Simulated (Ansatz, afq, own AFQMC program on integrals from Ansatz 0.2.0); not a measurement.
**Br, quartet: AFQMC among the cluster methods**

A free Br atom.

Basis cc-pVDZ. Noble-gas cores (and the filled d shells of Ga–Kr and In–Xe) are frozen. Integrals, coupled cluster, full CI and functionals: Ansatz 0.2.0; the random walks run on the same integrals in our own AFQMC program. The CISD trial takes its coefficients from CCSD amplitudes. Released means that phaseless walkers are propagated on without the constraint, phases kept. ± is one standard error of the sampling. No spin–orbit coupling.

Determinant: UHF, the one that the program's search chose, which needn't be the lowest solution.

Full CI on the same integrals is exact in this basis and with this determinant's frozen core.

Cautions: no relativity below Rb; no spin-orbit coupling; inner d shell frozen; another spin lies lower (by 17.70 eV); in this basis the state lies above a state of the ion, a sign that the basis lacks the diffuse functions it needs, so its energy is an artefact of the basis; the released energies have errors that jump between times, so the bars are unsure, so no released level is given (meV from the phaseless value at times in 1/Eh: -1 ± 22 at 0.24, -5.1 ± 1.3 at 0.51, -7.7 ± 1.1 at 0.99, -8.0 ± 1.4 at 1.62, -9.9 ± 1.4 at 2.40), though the last usable value meets full CI within the noise; the ph-AFQMC/CISD walk drifts between its halves (2.5 errors).

- T1 diagnostic: 0.0083
- weight of the determinant in the CISD state: 0.933
- ⟨S²⟩ of the determinant: 3.756
- size of the correlated space: 7 electrons in 13 orbitals

Reference: full CI, correlation energy -3.198 eV.

| level | E − E(reference) (mEh) | share of correlation (%) |
| --- | --- | --- |
| HF | 117.54 | 0.00 |
| MP2 | 19.88 | 83.09 |
| CCSD | 2.20 | 98.13 |
| CCSD(T) | 0.64 | 99.45 |
| CCSDT | 0.32 | 99.73 |
| CCSDT(Q) | 0.05 | 99.96 |
| CCSDTQ | 0.01 | 99.99 |
| ph-AFQMC/CISD | 0.40 ± 0.06 | 99.66 |

CCSDT and higher add their correlation energy to the determinant of the CCSD(T) run, since their own runs factorise the integrals more tightly (a shift of under 2 meV). A walk keeps the symmetry of its determinant, which the program's search chose and which needn't be the lowest solution, so a lower state of the same spin and another symmetry isn't excluded.
